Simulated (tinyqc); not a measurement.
Worked calculation: CCSD on RHF in the sto-3g basis, frozen core, for HF, spin multiplicity 1. Computed by tinyqc, a small Python program that keeps every step (integrals from PySCF). Settings: charge = 0, multiplicity = 1, basis = sto-3g, method = RHF, frozen orbitals = 1, energy threshold = 1e-10, iteration cap = 88, orthogonalisation = symmetric, start = Wolfsberg-Helmholz matrix, DIIS depth = 6, amplitude equations = CCSD, DIIS depth for amplitudes = 0, cap on updates = 74. Command: `OMP_NUM_THREADS=1 python tinyqc.py 21958 21959 out.jsonl` (the two numbers bound the seeds that draw the settings). One thread of a shared host (Intel(R) Xeon(R) Processor @ 2.60GHz), about 0.3 s of CPU time with the checks. Later iterations appear only in the table of the cycle.

## One-electron integrals

Geometry (angstrom):
```
atom,x,y,z
F,0.000000,0.000000,0.000000
H,0.000000,0.000000,0.879000
```

Basis sto-3g: exponents (1/bohr^2) and contraction coefficients of normalised primitives:
```
element,l (shell),exponent,coefficient
F,s (1),166.679130,0.154329
F,s (1),30.360812,0.535328
F,s (1),8.216821,0.444635
F,s (2),6.464803,-0.099967
F,s (2),1.502281,0.399513
F,s (2),0.488588,0.700115
F,p (3),6.464803,0.155916
F,p (3),1.502281,0.607684
F,p (3),0.488588,0.391957
H,s (1),3.425251,0.154329
H,s (1),0.623914,0.535328
H,s (1),0.168855,0.444635
```

Overlap, kinetic and nuclear-attraction integrals over the contracted functions; the nuclear repulsion is the sum of Za Zb / Rab.

nuclear repulsion = 5.41819670 hartree

overlap S:
```
,1F 1s,1F 2s,1F 2px,1F 2py,1F 2pz,2H 1s
1F 1s,1.000000,0.237990,0.000000,0.000000,0.000000,0.054128
1F 2s,0.237990,1.000000,0.000000,0.000000,0.000000,0.474758
1F 2px,0.000000,0.000000,1.000000,0.000000,0.000000,0.000000
1F 2py,0.000000,0.000000,0.000000,1.000000,0.000000,0.000000
1F 2pz,0.000000,0.000000,0.000000,0.000000,1.000000,0.362014
2H 1s,0.054128,0.474758,0.000000,0.000000,0.362014,1.000000
```

kinetic energy T (hartree):
```
,1F 1s,1F 2s,1F 2px,1F 2py,1F 2pz,2H 1s
1F 1s,36.984577,-0.212858,0.000000,0.000000,0.000000,0.003391
1F 2s,-0.212858,1.037995,0.000000,0.000000,0.000000,0.150110
1F 2px,0.000000,0.000000,3.248015,0.000000,0.000000,0.000000
1F 2py,0.000000,0.000000,0.000000,3.248015,0.000000,0.000000
1F 2pz,0.000000,0.000000,0.000000,0.000000,3.248015,0.305805
2H 1s,0.003391,0.150110,0.000000,0.000000,0.305805,0.760032
```

nuclear attraction V (hartree):
```
,1F 1s,1F 2s,1F 2px,1F 2py,1F 2pz,2H 1s
1F 1s,-77.611602,-9.320084,0.000000,0.000000,-0.016387,-2.188060
1F 2s,-9.320084,-12.136998,0.000000,0.000000,-0.193597,-4.528297
1F 2px,0.000000,0.000000,-12.001011,0.000000,0.000000,0.000000
1F 2py,0.000000,0.000000,0.000000,-12.001011,0.000000,0.000000
1F 2pz,-0.016387,-0.193597,0.000000,0.000000,-12.130385,-3.084308
2H 1s,-2.188060,-4.528297,0.000000,0.000000,-3.084308,-6.377136
```

core Hamiltonian H = T + V (hartree):
```
,1F 1s,1F 2s,1F 2px,1F 2py,1F 2pz,2H 1s
1F 1s,-40.627025,-9.532941,0.000000,0.000000,-0.016387,-2.184670
1F 2s,-9.532941,-11.099003,0.000000,0.000000,-0.193597,-4.378187
1F 2px,0.000000,0.000000,-8.752997,0.000000,0.000000,0.000000
1F 2py,0.000000,0.000000,0.000000,-8.752997,0.000000,0.000000
1F 2pz,-0.016387,-0.193597,0.000000,0.000000,-8.882370,-2.778502
2H 1s,-2.184670,-4.378187,0.000000,0.000000,-2.778502,-5.617104
```

## Two-electron integrals

Functions are numbered as in S; the eight-fold symmetry (ij|kl) = (ji|kl) = (kl|ij) leaves the list below.

Two-electron integrals (ij|kl) in chemists' order, unique and non-zero (hartree):
```
i,j,k,l,(ij|kl)
1,1,1,1,5.403501
2,1,1,1,0.841920
2,1,2,1,0.156299
2,2,1,1,1.268028
2,2,2,1,0.292344
2,2,2,2,0.926167
3,1,3,1,0.027998
3,2,3,1,0.043169
3,2,3,2,0.204588
3,3,1,1,1.264502
3,3,2,1,0.292403
3,3,2,2,0.925959
3,3,3,3,0.997514
4,1,4,1,0.027998
4,2,4,1,0.043169
4,2,4,2,0.204588
4,3,4,3,0.053770
4,4,1,1,1.264502
4,4,2,1,0.292403
4,4,2,2,0.925959
4,4,3,3,0.889973
4,4,4,4,0.997514
5,1,5,1,0.027998
5,2,5,1,0.043169
5,2,5,2,0.204588
5,3,5,3,0.053770
5,4,5,4,0.053770
5,5,1,1,1.264502
5,5,2,1,0.292403
5,5,2,2,0.925959
5,5,3,3,0.889973
5,5,4,4,0.889973
5,5,5,5,0.997514
6,1,1,1,0.194945
6,1,2,1,0.035846
6,1,2,2,0.066492
6,1,3,3,0.066396
6,1,4,4,0.066396
6,1,5,1,0.001446
6,1,5,2,0.002696
6,1,5,5,0.066693
6,1,6,1,0.008304
6,2,1,1,0.453582
6,2,2,1,0.105806
6,2,2,2,0.369407
6,2,3,3,0.364301
6,2,4,4,0.364301
6,2,5,1,0.007110
6,2,5,2,0.053632
6,2,5,5,0.379273
6,2,6,1,0.024548
6,2,6,2,0.175500
6,3,3,1,0.011553
6,3,3,2,0.066639
6,3,5,3,0.011506
6,3,6,3,0.027152
6,4,4,1,0.011553
6,4,4,2,0.066639
6,4,5,4,0.011506
6,4,6,4,0.027152
6,5,1,1,0.290645
6,5,2,1,0.068727
6,5,2,2,0.257078
6,5,3,3,0.245781
6,5,4,4,0.245781
6,5,5,1,0.015646
6,5,5,2,0.102612
6,5,5,5,0.279386
6,5,6,1,0.016673
6,5,6,2,0.149654
6,5,6,5,0.153987
6,6,1,1,0.571424
6,6,2,1,0.135479
6,6,2,2,0.541915
6,6,3,3,0.522771
6,6,4,4,0.522771
6,6,5,1,0.012486
6,6,5,2,0.128811
6,6,5,5,0.579565
6,6,6,1,0.031692
6,6,6,2,0.316274
6,6,6,5,0.313291
6,6,6,6,0.774606
```

## Orthogonalisation

S = U s U^T; symmetric (Loewdin) form X = U s^(-1/2) U^T, so that X^T S X = 1.

eigenvalues of S: 0.386520  0.845974  1.000000  1.000000  1.121625  1.645881

X:
```
,1F 1s,1F 2s,1F 2px,1F 2py,1F 2pz,2H 1s
1F 1s,1.023408,-0.134614,0.000000,0.000000,-0.008335,0.023871
1F 2s,-0.134614,1.143348,0.000000,0.000000,0.090507,-0.317977
1F 2px,0.000000,0.000000,1.000000,0.000000,0.000000,0.000000
1F 2py,0.000000,0.000000,0.000000,1.000000,0.000000,0.000000
1F 2pz,-0.008335,0.090507,0.000000,0.000000,1.067600,-0.238287
2H 1s,0.023871,-0.317977,0.000000,0.000000,-0.238287,1.185047
```

## Starting guess

The start is the generalised Wolfsberg-Helmholz matrix (K = 1.75) built on H; D = 2 C_occ C_occ^T.

D at the start:
```
,1F 1s,1F 2s,1F 2px,1F 2py,1F 2pz,2H 1s
1F 1s,2.081739,-0.330703,0.000000,0.000000,0.112875,-0.184765
1F 2s,-0.330703,1.433085,0.000000,0.000000,-0.424390,0.494888
1F 2px,0.000000,0.000000,2.000000,0.000000,0.000000,0.000000
1F 2py,0.000000,0.000000,0.000000,2.000000,0.000000,0.000000
1F 2pz,0.112875,-0.424390,0.000000,0.000000,1.743137,0.248077
2H 1s,-0.184765,0.494888,0.000000,0.000000,0.248077,0.269930
```

## Iteration 1: building the Fock matrix

J_ij = sum D_kl (ij|kl), K_ij = sum D_kl (ik|jl); F = H + J - 0.5 K; E = tr D H + tr D J / 2 - 0.25 tr D K + E_nn.

Coulomb J (hartree):
```
,1F 1s,1F 2s,1F 2px,1F 2py,1F 2pz,2H 1s
1F 1s,20.446590,3.909693,0.000000,0.000000,-0.012684,0.895339
1F 2s,3.909693,9.706420,0.000000,0.000000,-0.026135,3.802322
1F 2px,0.000000,0.000000,9.691361,0.000000,0.000000,0.000000
1F 2py,0.000000,0.000000,0.000000,9.691361,0.000000,0.000000
1F 2pz,-0.012684,-0.026135,0.000000,0.000000,9.710450,2.617506
2H 1s,0.895339,3.802322,0.000000,0.000000,2.617506,5.537250
```

exchange K (hartree):
```
,1F 1s,1F 2s,1F 2px,1F 2py,1F 2pz,2H 1s
1F 1s,11.043015,1.952404,0.000000,0.000000,0.009783,0.457738
1F 2s,1.952404,3.034781,0.000000,0.000000,-0.142220,1.348581
1F 2px,0.000000,0.000000,2.593946,0.000000,0.000000,0.000000
1F 2py,0.000000,0.000000,0.000000,2.593946,0.000000,0.000000
1F 2pz,0.009783,-0.142220,0.000000,0.000000,2.552773,0.813413
2H 1s,0.457738,1.348581,0.000000,0.000000,0.813413,1.172189
```

Fock matrix F (hartree):
```
,1F 1s,1F 2s,1F 2px,1F 2py,1F 2pz,2H 1s
1F 1s,-25.701942,-6.599450,0.000000,0.000000,-0.033962,-1.518199
1F 2s,-6.599450,-2.909973,0.000000,0.000000,-0.148622,-1.250155
1F 2px,0.000000,0.000000,-0.358609,0.000000,0.000000,0.000000
1F 2py,0.000000,0.000000,0.000000,-0.358609,0.000000,0.000000
1F 2pz,-0.033962,-0.148622,0.000000,0.000000,-0.448306,-0.567703
2H 1s,-1.518199,-1.250155,0.000000,0.000000,-0.567703,-0.665948
```

total energy of this density = -98.31994197 hartree

## Iteration 1: diagonalisation and new density

Diagonalise F' = X^T F X, C = X C', fill 5 alpha and 5 beta electrons from the bottom; D = 2 C_occ C_occ^T. Each column has its largest component positive (the first on a tie).

F' = X^T F X (hartree):
```
,1,2,3,4,5,6
1,-25.219751,-3.438981,0.000000,0.000000,-0.059717,-0.224615
2,-3.438981,-1.527563,0.000000,0.000000,0.070647,-0.688306
3,0.000000,0.000000,-0.358609,0.000000,0.000000,0.000000
4,0.000000,0.000000,0.000000,-0.358609,0.000000,0.000000
5,-0.059717,0.070647,0.000000,0.000000,-0.255826,-0.543710
6,-0.224615,-0.688306,0.000000,0.000000,-0.543710,-0.014608
```

orbital energies (hartree): MO1 -25.712924, MO2 -1.381622, MO3 -0.544106, MO4 -0.358609, MO5 -0.358609, MO6 0.620904

coefficients C:
```
,MO1,MO2,MO3,MO4,MO5,MO6
1F 1s,0.994370,-0.235934,0.101238,0.000000,0.000000,0.106952
1F 2s,0.024310,0.856866,-0.486023,0.000000,0.000000,-0.680909
1F 2px,0.000000,0.000000,0.000000,0.005433,0.999985,0.000000
1F 2py,0.000000,0.000000,0.000000,0.999985,-0.005433,0.000000
1F 2pz,0.003893,0.145908,0.767571,0.000000,0.000000,-0.770936
2H 1s,-0.006975,0.249372,0.383918,0.000000,0.000000,1.163258
```

D after iteration 1:
```
,1F 1s,1F 2s,1F 2px,1F 2py,1F 2pz,2H 1s
1F 1s,2.109370,-0.454390,0.000000,0.000000,0.094307,-0.053808
1F 2s,-0.454390,1.942058,0.000000,0.000000,-0.495879,0.053833
1F 2px,0.000000,0.000000,2.000000,0.000000,0.000000,0.000000
1F 2py,0.000000,0.000000,0.000000,2.000000,0.000000,0.000000
1F 2pz,0.094307,-0.495879,0.000000,0.000000,1.220939,0.662084
2H 1s,-0.053808,0.053833,0.000000,0.000000,0.662084,0.419256
```

Within a degenerate level the vectors are fixed only up to a rotation; this is one choice.

## Iteration 7 (converged): orbitals

converged F (hartree):
```
,1F 1s,1F 2s,1F 2px,1F 2py,1F 2pz,2H 1s
1F 1s,-25.886826,-6.622874,0.000000,0.000000,-0.025944,-1.528180
1F 2s,-6.622874,-3.054715,0.000000,0.000000,-0.116699,-1.232897
1F 2px,0.000000,0.000000,-0.465639,0.000000,0.000000,0.000000
1F 2py,0.000000,0.000000,0.000000,-0.465639,0.000000,0.000000
1F 2pz,-0.025944,-0.116699,0.000000,0.000000,-0.391897,-0.601062
2H 1s,-1.528180,-1.232897,0.000000,0.000000,-0.601062,-0.661778
```

As before.

F' = X^T F X (hartree):
```
,1,2,3,4,5,6
1,-25.410205,-3.414752,0.000000,0.000000,-0.052839,-0.242722
2,-3.414752,-1.717104,0.000000,0.000000,0.106305,-0.628171
3,0.000000,0.000000,-0.465639,0.000000,0.000000,0.000000
4,0.000000,0.000000,0.000000,-0.465639,0.000000,0.000000
5,-0.052839,0.106305,0.000000,0.000000,-0.170244,-0.607238
6,-0.242722,-0.628171,0.000000,0.000000,-0.607238,-0.009918
```

orbital energies (hartree): MO1 -25.896777, MO2 -1.484173, MO3 -0.596215, MO4 -0.465639, MO5 -0.465639, MO6 0.669694

coefficients C:
```
,MO1,MO2,MO3,MO4,MO5,MO6
1F 1s,0.994647,-0.247633,0.086660,0.000000,0.000000,0.089267
1F 2s,0.023069,0.925028,-0.458235,0.000000,0.000000,-0.607023
1F 2px,0.000000,0.000000,0.000000,0.051801,0.998657,0.000000
1F 2py,0.000000,0.000000,0.000000,0.998657,-0.051801,0.000000
1F 2pz,0.003273,0.102651,0.706900,0.000000,0.000000,-0.833400
2H 1s,-0.006267,0.166198,0.507913,0.000000,0.000000,1.130115
```

D after iteration 7:
```
,1F 1s,1F 2s,1F 2px,1F 2py,1F 2pz,2H 1s
1F 1s,2.116310,-0.491665,0.000000,0.000000,0.078192,-0.006748
1F 2s,-0.491665,2.132377,0.000000,0.000000,-0.457791,-0.158301
1F 2px,0.000000,0.000000,2.000000,0.000000,0.000000,0.000000
1F 2py,0.000000,0.000000,0.000000,2.000000,0.000000,0.000000
1F 2pz,0.078192,-0.457791,0.000000,0.000000,1.020510,0.752167
2H 1s,-0.006748,-0.158301,0.000000,0.000000,0.752167,0.571274
```

Within a degenerate level the vectors are fixed only up to a rotation; this is one choice.

## Convergence

Stop when the energy changes by less than 1e-10 hartree and every element of the error matrix X^T (F D S - S D F) X is below 3e-06.

Course of the cycle:
```
iteration,E (hartree),change,largest element of the error matrix
1,-98.31994197,-,5.29e-01
2,-98.54378462,-2.24e-01,1.22e-01
3,-98.56382863,-2.00e-02,1.77e-02
4,-98.56401835,-1.90e-04,1.65e-03
5,-98.56401976,-1.42e-06,9.18e-05
6,-98.56401977,-4.47e-09,4.76e-06
7,-98.56401977,-1.23e-11,1.26e-09
```

PySCF RHF in the same basis = -98.56401977 hartree

Converged in 7 iterations.

## Populations, bond orders and dipole

Mulliken: Z minus the diagonal of D S on the atom; Loewdin: the same with S^(1/2) D S^(1/2); Mayer order: 2 sum_s sum (D(s) S)_ij (D(s) S)_ji over the two atoms.

Charges (e):
```
atom,Mulliken,Loewdin
1F,-0.231951,-0.163787
2H,0.231951,0.163787
```

Mayer bond orders:
```
pair,order
2-1,0.946199
```

dipole moment about the origin, x y z (debye): 0.000000  0.000000  1.325858

## Integrals over molecular orbitals

(pq|rs) = sum C_ip C_jq C_kr C_ls (ij|kl), one index at a time.

one-electron integrals over orbitals h = C^T H C (hartree):
```
,1,2,3,4,5,6
1,-40.608475,0.697807,-0.234417,0.000000,0.000000,-0.244087
2,0.697807,-9.166971,0.545530,0.000000,0.000000,1.279088
3,-0.234417,0.545530,-7.792334,0.000000,0.000000,1.768366
4,0.000000,0.000000,0.000000,-8.752997,0.000000,0.000000
5,0.000000,0.000000,0.000000,0.000000,-8.752997,0.000000
6,-0.244087,1.279088,1.768366,0.000000,0.000000,-6.117095
```

Two-electron integrals over orbitals (pq|rs), unique and non-zero (hartree); the lowest 1 orbital is frozen and left out:
```
p,q,r,s,(pq|rs)
2,2,2,2,0.857777
3,2,2,2,-0.007365
3,2,3,2,0.158573
3,3,2,2,0.765230
3,3,3,2,-0.059035
3,3,3,3,0.793618
4,2,4,2,0.178249
4,3,4,2,-0.045869
4,3,4,3,0.051875
4,4,2,2,0.874656
4,4,3,2,-0.076590
4,4,3,3,0.773053
4,4,4,4,0.997514
5,2,5,2,0.178249
5,3,5,2,-0.045869
5,3,5,3,0.051875
5,4,5,4,0.053770
5,5,2,2,0.874656
5,5,3,2,-0.076590
5,5,3,3,0.773053
5,5,4,4,0.889973
5,5,5,5,0.997514
6,2,2,2,-0.137328
6,2,3,2,-0.037344
6,2,3,3,-0.045062
6,2,4,4,-0.136784
6,2,5,5,-0.136784
6,2,6,2,0.099588
6,3,2,2,-0.147686
6,3,3,2,0.093033
6,3,3,3,-0.131054
6,3,4,4,-0.183388
6,3,5,5,-0.183388
6,3,6,2,0.060273
6,3,6,3,0.162049
6,4,4,2,-0.045324
6,4,4,3,-0.012083
6,4,6,4,0.032183
6,5,5,2,-0.045324
6,5,5,3,-0.012083
6,5,6,5,0.032183
6,6,2,2,0.692503
6,6,3,2,0.076161
6,6,3,3,0.669360
6,6,4,4,0.655979
6,6,5,5,0.655979
6,6,6,2,-0.068973
6,6,6,3,-0.011813
6,6,6,6,0.718598
```

## CCSD: starting amplitudes

t_ij^ab = <ij||ab> / (e_i + e_j - e_a - e_b), whose energy is MP2.

Starting amplitudes (spin orbitals 1a, 1b, ...; amplitudes related by a flip of all spins are not repeated):
```
from,to,t
3a 3b,6a 6b,-0.064005
2a 2b,6a 6b,-0.023118
2a 3b,6a 6b,-0.017625
4a 4b,6a 6b,-0.014173
5a 5b,6a 6b,-0.014173
```

correlation energy = -0.01571122 hartree

## CCSD: amplitude update 1

t_i^a D_i^a and t_ij^ab D_ij^ab are set to the remaining terms of the spin-orbital equations, evaluated with the old amplitudes; for the doubles these are <ij||ab> + 1/2 <ab||ef> t_ij^ef + 1/2 <mn||ij> t_mn^ab + P(ij)P(ab) <mb||ej> t_im^ae + terms in t^2 + terms with t1, D the orbital-energy denominators.

Amplitudes after update 1 (spin orbitals 1a, 1b, ...; amplitudes related by a flip of all spins are not repeated):
```
from,to,t
3a 3b,6a 6b,-0.084947
2a 2b,6a 6b,-0.025656
2a 3b,6a 6b,-0.025648
4a 4b,6a 6b,-0.016439
5a 5b,6a 6b,-0.016439
3a,6a,0.005353
2a,6a,-0.000017
```

correlation energy = -0.02046586 hartree

## CCSD: convergence

E_corr = 1/4 sum <ij||ab> t_ij^ab + 1/2 sum <ij||ab> t_i^a t_j^b; stop when the norm of the change is below 1e-8.

Course of the amplitude iterations:
```
update,correlation energy (hartree),norm of the change
0,-0.01571122,-
1,-0.02046586,4.89e-02
2,-0.02210459,1.81e-02
3,-0.02269953,6.91e-03
4,-0.02292109,2.70e-03
5,-0.02300509,1.07e-03
6,-0.02303740,4.30e-04
7,-0.02304999,1.75e-04
8,-0.02305496,7.15e-05
9,-0.02305693,2.94e-05
10,-0.02305772,1.22e-05
11,-0.02305804,5.06e-06
12,-0.02305817,2.11e-06
13,-0.02305823,8.79e-07
14,-0.02305825,3.67e-07
15,-0.02305826,1.54e-07
16,-0.02305826,6.44e-08
17,-0.02305826,2.70e-08
18,-0.02305826,1.13e-08
19,-0.02305826,4.76e-09
```

Converged amplitudes (spin orbitals 1a, 1b, ...; amplitudes related by a flip of all spins are not repeated):
```
from,to,t
3a 3b,6a 6b,-0.098010
2a 3b,6a 6b,-0.029665
2a 2b,6a 6b,-0.025353
4a 4b,6a 6b,-0.016948
5a 5b,6a 6b,-0.016948
3a,6a,0.010163
2a,6a,-0.000683
```

CCSD total energy = -98.58707804 hartree

T1 diagnostic, norm of the one-spin t1 over sqrt(correlated electrons) = 0.003601

Converged in 19 updates.
